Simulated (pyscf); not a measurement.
`[SeH2]` + `[Cl][Ga]([Cl])[Cl]` → `[Cl][Ga]([Cl])[SeH]` + `[ClH]` (four-centre exchange; singlet surface; H–Se, Cl–Ga broken, Ga–Se, Cl–H formed). Structures and frequencies: ωB97X-D3(BJ)/def2-SVP in PySCF. Energies in kcal/mol from the separated reactants.

```json
[
 {"level": "ωB97X-D3(BJ)/def2-TZVP", "barrier": "-2.3", "reaction energy": "-0.6"},
 {"level": "PBE/def2-TZVP", "barrier": "-2.3", "reaction energy": "+0.5"},
 {"level": "r²SCAN/def2-TZVP", "barrier": "?", "reaction energy": "?"},
 {"level": "PBE0-D3(BJ)/def2-TZVP", "barrier": "-2.7", "reaction energy": "+0.4"},
 {"level": "M06-2X/def2-TZVP", "barrier": "1.5", "reaction energy": "+1.9"},
 {"level": "ωB97M-D3(BJ)/def2-TZVP", "barrier": "?", "reaction energy": "+1.8"}
]
```

Task: Fill in the missing entries.

Result: 
- r²SCAN/def2-TZVP, barrier: -2.4
- r²SCAN/def2-TZVP, reaction energy: +1.2
- ωB97M-D3(BJ)/def2-TZVP, barrier: 3.9

On the reactant side the descent ends in an adduct with a Ga–Se contact, 20.8 kcal/mol under the separated species and 18.5 kcal/mol under the saddle at ωB97X-D3(BJ)/def2-TZVP. On the product side the descent ends in an adduct with a Cl–Ga contact, 7.7 kcal/mol under the separated species and 6.0 kcal/mol under the saddle at ωB97X-D3(BJ)/def2-TZVP. At ωB97X-D3(BJ), PBE, r²SCAN, PBE0-D3(BJ) the saddle lies under the separated reactants, which points to a path from their complex (located at ωB97X-D3(BJ) alone). At ωB97X-D3(BJ), PBE, r²SCAN, PBE0-D3(BJ), M06-2X the saddle lies under the separated products, which points to a path from their complex (located at ωB97X-D3(BJ) alone), and parting the products costs more than the saddle. What is counted as formed (Ga–Se) is already present as a longer contact in the reactant adduct; forming that adduct is a step of its own. What is counted as broken (Cl–Ga) persists as a longer contact in the product adduct; parting that adduct is a step of its own. One saddle was located; it need not be the lowest between these sides. Elements up to Kr have no core potential and no relativistic terms here.
